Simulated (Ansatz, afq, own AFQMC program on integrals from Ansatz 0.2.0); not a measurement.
**CH3⁺, triplet: AFQMC among the cluster methods**

```json
{"atom": "C", "x (Å)": "0.0000", "y (Å)": "0.0000", "z (Å)": "0.0000"}
{"atom": "H", "x (Å)": "1.0932", "y (Å)": "0.0139", "z (Å)": "-0.0002"}
{"atom": "H", "x (Å)": "-0.5586", "y (Å)": "0.9397", "z (Å)": "-0.0028"}
{"atom": "H", "x (Å)": "-0.5345", "y (Å)": "-0.9536", "z (Å)": "0.0030"}
```

Basis cc-pVDZ. Only valence electrons are correlated. Integrals, coupled cluster, full CI and functionals: Ansatz 0.2.0; the random walks run on the same integrals in our own AFQMC program. The CISD trial takes its coefficients from CCSD amplitudes. Released means that phaseless walkers are propagated on without the constraint, phases kept. Error bars are statistical, one sigma.

Determinant: UHF, the one that the program's search chose, which needn't be the lowest solution. The geometry is a PBE0/def2-TZVP stationary point of this or a neighbouring charge and spin state.

Full CI on the same integrals is exact in this basis and with this determinant's frozen core.

Cautions: another spin lies lower (by 5.14 eV); the search met a lower determinant of the same kind, perhaps of another symmetry (13 meV lower), and this one is a saddle point; the released energies are still falling, so no released level is given (meV from the phaseless value at times in 1/Eh: -4 ± 4 at 0.24, -6 ± 4 at 0.51, -9 ± 4 at 0.99, -11 ± 4 at 1.62, -18 ± 5 at 2.40), though the last usable value meets full CI within the noise; the ph-AFQMC/CISD walk drifts between its halves (2.2 errors).

```
T1 diagnostic                               : 0.0096
weight of the determinant in the CISD state : 0.946
⟨S²⟩ of the determinant                     : 2.016
size of the correlated space                : 6 electrons in 28 orbitals
```

```
  level  correlation energy (eV)
    MP2                  -2.6832
   CCSD                  -3.3088
CCSD(T)                  -3.3678
```

**Question.** Estimate where full CI lies against CCSD(T) on the same integrals.

**Answer.** 0.56 mEh below CCSD(T).

Reference: full CI, correlation energy -3.383 eV.

```tsv
level	E − E(reference) (mEh)	share of correlation (%)
CCSD(T)	0.56	99.55
CCSDT	0.10	99.92
CCSDT(Q)	0.02	99.99
ph-AFQMC/CISD	0.38 ± 0.10	99.69
```

CCSDT and higher add their correlation energy to the determinant of the CCSD(T) run, since their own runs factorise the integrals more tightly (a shift of under 2 meV). A walk keeps the symmetry of its determinant, which the program's search chose and which needn't be the lowest solution, so a lower state of the same spin and another symmetry isn't excluded.
